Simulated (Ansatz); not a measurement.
Basis-set extrapolation for C4H6F2, SMILES `FC/C=C\CF` (PBE0-D4/def2-TZVP geometry, frozen core, the Gaussian-basis code of Ansatz). Multiplicity 1, RHF reference.

|  | def2-TZVPP | def2-QZVPP |
| --- | --- | --- |
| HF | -353.954092 | -353.969651 |
| MP2 correlation | -1.152788 | -1.243973 |
| CCSD(T) correlation | -1.233713 | not run |

Energies in hartree. Use E(X) = E(∞) + A·exp(−7.88·√X) for Hartree–Fock and E(X) = E(∞) + B·X^(−2.97) for correlation, with X = 3 and 4, and add CCSD(T) minus MP2 of the smaller set to the MP2 limit.

Problem. What is the CCSD(T) energy at the basis-set limit?

Solution. HF limit: -353.969651 + (-0.015559) × 0.13774 = -353.97179. MP2 limit: -1.243973 + (-0.091185) × 0.74074 = -1.31152. Higher-order term: -1.233713 − (-1.152788) = -0.08093. Total: -355.36424 hartree, 463.2 kJ/mol below CCSD(T)/def2-TZVPP.
